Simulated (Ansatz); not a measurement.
Process, species as SMILES: N (NH3) → [NH2] (NH2) + H atom
B3LYP-D3(BJ)/def2-TZVP geometries, fixed; electronic energies without zero-point terms.
Largest species:
```xyz
4

N      0.0022    -0.0038     0.1116
H     -0.0020     0.9512    -0.2281
H      0.8095    -0.4644    -0.2929
H     -0.8232    -0.4600    -0.2599
```

Effect of a fitting basis named in the input at HF/def2-TZVPP with Ansatz (a first-principles code), against the last row, where the bond dissociation energy is 83.19 kcal/mol. Open shells are unrestricted. The default fits or decomposes integrals by the program's own choice; accuracy: high also tightens integrals, grids and stops.

```tsv
setting	largest shift of a total energy (mEh)	shift of the bond dissociation energy (kcal/mol)
fitting: def2-SV(P)-JKFIT	0.001	0.001
fitting: def2-universal-JKFIT	0.001	0.001
fitting: cc-pVTZ-JKFIT	0.006	0.000
fitting: cc-pVQZ-JKFIT	0.002	0.001
fitting: cc-pV5Z-JKFIT	0.001	0.001
accuracy: high	-0.001	0.000
accuracy: medium (default)	0.000	0.000
```

Within 0.02 kcal/mol in the bond dissociation energy: fitting: def2-SV(P)-JKFIT; fitting: def2-universal-JKFIT; fitting: cc-pVTZ-JKFIT; fitting: cc-pVQZ-JKFIT; fitting: cc-pV5Z-JKFIT; accuracy: high. The largest shift is 0.006 mEh in a total energy and 0.001 kcal/mol in the difference.
